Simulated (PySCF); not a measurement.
Compound: 1-chloro-1-fluoroethane, C₂H₄ClF.
Atom-mapped SMILES: `[CH3:1][C@@H:2]([F:3])[Cl:4]` (hydrogens: H5, H6, H7 on C1; H8 on C2)

Computed by this run: PBE0-D3(BJ)/def2-TZVP geometry optimisation, gas phase in PySCF 2.14.0; density fitting, grid level 2; the optimiser is geomeTRIC in internal coordinates, started from a GFN2-xTB structure with every atom displaced at random (about 0.01 Å).

Step 1: E = -17372.0520 eV
```
atom  x, y, z in Å  |  force x, y, z in eV/Å
C1     -0.6202    0.2993   -0.4431   -0.009  -0.581   0.555
C2      0.5066   -0.3351    0.3178   -0.001   0.285  -0.150
F3      1.4615   -0.7550   -0.5598    0.155   0.173   0.113
Cl4     1.2307    0.7237    1.5655   -0.008  -0.021  -0.334
H5     -0.2261    1.0878   -1.0719   -0.169   0.017  -0.404
H6     -1.1028   -0.5470   -0.9581    0.162   0.592  -0.423
H7     -1.3618    0.6999    0.2426    0.002   0.163   0.119
H8      0.1638   -1.1977    0.8471   -0.132  -0.628   0.524
```

Step 2: E = -17372.1297 eV
```
atom  x, y, z in Å  |  force x, y, z in eV/Å
C1     -0.6230    0.2859   -0.4334   -0.073  -0.218   0.333
C2      0.5007   -0.3634    0.3297   -0.062   0.041  -0.089
F3      1.4787   -0.7497   -0.5374    0.003  -0.093  -0.018
Cl4     1.2244    0.7469    1.5170    0.000   0.089   0.033
H5     -0.2380    1.0823   -1.0677    0.009  -0.016  -0.051
H6     -1.1231   -0.4834   -1.0275    0.084   0.106  -0.150
H7     -1.3571    0.6996    0.2591    0.042   0.021   0.005
H8      0.1892   -1.2423    0.9003   -0.002   0.070  -0.063
```

Q: Estimate the geometry and energy of step 3. (The exact step hangs on the optimiser's Hessian estimate; all steps are aligned on step 2, rigid shifts and turns removed.)

A: E = -17372.1369 eV, largest force 0.075 eV/Å
```
atom  x, y, z in Å  |  force x, y, z in eV/Å
C1     -0.6249    0.2785   -0.4247   -0.027   0.008   0.070
C2      0.5008   -0.3660    0.3296   -0.028  -0.043  -0.035
F3      1.4755   -0.7644   -0.5370   -0.028  -0.024   0.010
Cl4     1.2213    0.7648    1.5035    0.010   0.009  -0.001
H5     -0.2362    1.0795   -1.0530    0.000   0.032   0.007
H6     -1.1167   -0.4666   -1.0525    0.035  -0.018  -0.042
H7     -1.3577    0.6909    0.2697    0.019  -0.018  -0.014
H8      0.1897   -1.2408    0.9046    0.020   0.054   0.005
```

The energy changes by -0.0072 eV. The first-order estimate −F·Δx gives -0.0121 eV and the mean of the old and new forces, exact on a quadratic surface, -0.0072 eV. The step makes an angle of 59° with the force vector and moves no atom by more than 0.031 Å.

What follows is the cost of the whole optimisation. The run took 79 s on one thread, Intel Xeon Platinum 8259CL at 2.50 GHz (x86_64) (shared host), and the process peaked at 0.64 GiB of memory.
